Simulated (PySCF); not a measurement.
# C4H3FO: the cost of one run

The runs use PySCF 2.14.0, with density-fitted response routines of our own; the level of theory stands in each step. All values are computed, except where a source is named. Atoms are numbered from 0 throughout.

### Step 1. The starting structure

9 atoms, charge 0, multiplicity 1; geometry from: GFN2-xTB.

Bonds of the start (Å): F0–C1 1.34, C1–C2 1.42, C2–C3 1.36, C3–O4 1.34, O4–C5 1.34, C5–C1 1.36, C2–H6 1.07, C3–H7 1.07, C5–H8 1.07.

### Step 2. Excited states and response: B3LYP/def2-SVPD

Job settings and geometry (Å):

```
{"job": {"kind": "uv", "xc": "B3LYP", "basis": "def2-SVPD", "nstates": 8, "ntriplets": 3}, "charge": 0, "multiplicity": 1}
F      2.249521     0.496002    -0.075519
C      0.963661     0.137015    -0.030210
C     -0.147381     1.013435    -0.051593
C     -1.231154     0.192824     0.013603
O     -0.860578    -1.094112     0.071419
C      0.481469    -1.134886     0.045059
H     -0.125304     2.081123    -0.106661
H     -2.281792     0.403406     0.025275
H      0.965121    -2.088814     0.083447
```

Level: TDDFT B3LYP/def2-SVPD, vertical, gas phase, core orbitals frozen in the response.

Started as:

```bash
OMP_NUM_THREADS=1 python probes_run.py task.json out
```

The driver reads the jobs from task.json and runs them one after another.

Q: Estimate the wall time and peak memory of this first job on 1 thread of Arm Neoverse V2, shared host.

About 13 s, with a peak of 0.6 GiB.
